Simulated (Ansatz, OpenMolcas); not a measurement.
**How methods differ on BCl2 (SMILES Cl[B]Cl)**

The species is BCl2 (3 atoms), meant as a doublet with charge 0. SMILES: `Cl[B]Cl`. Geometry: relaxed at PBE0-D4/def2-TZVP.

```xyz
3

Cl    0.3715   -1.5256    0.0300
B    -0.4639   -0.0503   -0.2569
Cl    0.0815    1.5111    0.2137
```

Each level gives the energy change with the Cl1–B2 bond stretched from 1.720 to 4.299 Å (eV). The values are calculated.

```csv
level,kind,program,value (eV),less FCI/STO-3G,CPU time (all runs)
USVWN5/STO-3G,LDA,Ansatz,4.99,+1.55,5.2 s
U-revPBE/STO-3G,GGA,Ansatz,4.19,+0.75,8.9 s
U-r2SCAN/STO-3G,meta-GGA,OpenMolcas,4.59,+1.15,15 s
UB3LYP/STO-3G,global hybrid,OpenMolcas,4.23,+0.79,14 s
UPBE0/STO-3G,global hybrid,OpenMolcas,4.54,+1.10,11 s
UHSE06/STO-3G,range-separated hybrid,Ansatz,4.53,+1.09,7.8 s
UMP2/STO-3G,perturbation theory,Ansatz,3.92,+0.48,3.3 s
"CASSCF(3,3)/STO-3G",multireference,OpenMolcas,3.25,-0.19,3.2 s
UCCSD(T)/STO-3G,coupled cluster or CI,Ansatz,3.44,0.00,4.1 s
FCI/STO-3G,exact in the basis,Ansatz,3.44,0.00,5 s
```

FCI/STO-3G is exact within its basis and frozen core, so for wave-function methods in that basis the difference is their error; functionals converge differently with the basis, so for them it is only a difference. The first shape isn't each level's own minimum. The values span 3.25 to 4.99 eV. Spin contamination of the reference (⟨S²⟩ at least 0.1 too high) touches UMP2/STO-3G, UCCSD(T)/STO-3G. All rows use very small basis sets, so even the best lies far from the true value. CPU times are rough (shared hosts, several kinds of processor): they show what a rung costs within a factor of a few.
